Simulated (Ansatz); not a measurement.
Ansatz (a quantum-chemistry and plane-wave program) input (RI-MP2/cc-pVTZ):
A basis named .json is the Basis Set Exchange file of that set.

Ansatz 0.2 input:
```yaml
crystal:
  periodic: [false, false, false]
  atoms:
    - {symbol: C, position_ang: [0.59753466, 1.74308735, 0.00415876]}
    - {symbol: C, position_ang: [0.59953286, 0.40913995, 0.00070042]}
    - {symbol: C, position_ang: [-0.59953286, -0.40913995, -0.00070042]}
    - {symbol: C, position_ang: [-0.59753466, -1.74308735, -0.00415876]}
    - {symbol: H, position_ang: [1.51677473, 2.31296276, 0.00508382]}
    - {symbol: H, position_ang: [-0.32918900, 2.30525528, 0.00617206]}
    - {symbol: H, position_ang: [1.54641423, -0.12382865, -0.00124931]}
    - {symbol: H, position_ang: [-1.54641423, 0.12382865, 0.00124931]}
    - {symbol: H, position_ang: [0.32918900, -2.30525528, -0.00617206]}
    - {symbol: H, position_ang: [-1.51677473, -2.31296276, -0.00508382]}
basis:
  gaussian:
    orbitals: cc-pVTZ
    fitting: {mean_field: def2-universal-jkfit, correlation: cc-pVTZ-RIFIT.json}
magnetization: {spin_polarized: false}
correlation: {method: mp2, electrons: outside_noble_gas}
```

Output:

```
Functional definition: HF
integrals: 0.15 GiB planned
408 factors; integrals over basis functions are off by at most 9.1e-1 eV
mean field: 0.41 GiB planned
mean field evaluation 1: about -4214.4602 eV, gradient 3.0e1 eV
mean field evaluation 2: about -4216.8584 eV, gradient 9.9e0 eV
mean field evaluation 4: about -4217.1576 eV, gradient 8.2e-1 eV
mean field evaluation 8: about -4217.1595 eV, gradient 1.2e-6 eV
mean field -4217.15945047 eV, -154.9777513114 hartree, gradient 1.2e-6 eV, S^2 0.000000; 0 other end points of the search recorded, 0 dependent functions left out; unrestricted orbitals would lower it
4 core orbitals not correlated
504 factors; their error is unknown
reference -4217.15945047 eV, -154.9777513114 hartree; 11, 11 occupied and 189, 189 virtual orbitals, 504 factors
second order -17.68114309 eV of doubles, -0.00000000 eV of singles
Total energy: -4234.84059356 eV, -155.6275213354 hartree
```
